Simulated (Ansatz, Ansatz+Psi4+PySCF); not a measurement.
```xyz
6

C     0.0000    0.7564    0.0000
C     0.0000   -0.7564    0.0000
O     1.0461    1.3899    0.0000
H    -0.9999    1.2282    0.0000
O    -1.0461   -1.3899    0.0000
H     0.9999   -1.2282    0.0000
```

Basis set: cc-pVTZ (spherical functions). Correlated methods keep 4 orbitals frozen. Charge 0, multiplicity 1.

Computed with Ansatz (development build ahead of 0.2.0); free ground-state atoms in the same class of orbitals, no zero-point energy, no relativity.

The atomization energy of singlet C2H2O2 from measured heats of formation, zero-point and thermal terms removed is 27.467 eV (G2/97 set, Curtiss et al., J. Chem. Phys. 106, 1063 (1997), as shipped with ASE); it holds spin-orbit and other relativistic effects.

How far do RHF-MP2, RHF miss it in this basis?

```tsv
method	atomization energy (eV)	computed − measured (eV)
RHF-MP2	27.658	0.191
RHF	18.705	-8.762
```

Caution: unrestricted orbitals would lower the determinant.
